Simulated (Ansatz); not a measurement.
Process, species as SMILES: [CH] (CH) → C atom + H atom
B3LYP-D3(BJ)/def2-TZVP geometries, fixed; electronic energies without zero-point terms.

Basis-set convergence of the atomisation energy at HF with Ansatz (a quantum-chemistry and plane-wave program). Cartesian d functions, on some or all atoms, in 6-31G**; all else is spherical. The T1 diagnostic of CCSD is high for at least one species. An unrestricted Hartree-Fock determinant is markedly spin-contaminated. Open shells are unrestricted. No added dispersion term, no relativity. Functions are those of the species that has most. Reference: the value in aug-cc-pV5Z, 59.02 kcal/mol, itself unsure by roughly 0.06 kcal/mol (its mean distance from pcseg-4, aug-pcseg-3, aug-cc-pVQZ). Deviations are taken from unrounded values.

| basis | functions | atomisation energy (kcal/mol) | minus reference (kcal/mol) |
|---|---|---|---|
| def2-SV(P) | 16 | 56.31 | -2.71 |
| cc-pVDZ | 19 | 56.44 | -2.58 |
| def2-SVP | 19 | 58.46 | -0.56 |
| 6-31G** | 20 | 57.08 | -1.94 |
| 6-311G** | 24 | 57.28 | -1.75 |
| pcseg-2 | 44 | 58.77 | -0.26 |
| def2-TZVPP | 45 | 58.70 | -0.32 |
| def2-TZVPD | 46 | 58.61 | -0.41 |
| aug-pcseg-2 | 69 | 59.04 | 0.02 |
| def2-QZVPP | 87 | 58.92 | -0.10 |
| def2-QZVPPD | 96 | 58.97 | -0.05 |
| aug-pcseg-3 | 134 | 59.12 | 0.09 |
| pcseg-4 | 162 | 59.08 | 0.06 |

The smallest set listed that lies within 1 kcal/mol of the reference with all its larger relatives (same family, alike in diffuse functions; a set with none counts only in the reference's own line) is def2-SVP (19 functions, -0.56 kcal/mol off). (Relatives not listed, tested too: def2-TZVP -0.55, def2-TZVPPD -0.21, def2-QZVP -0.10, pcseg-3 0.05 kcal/mol.)
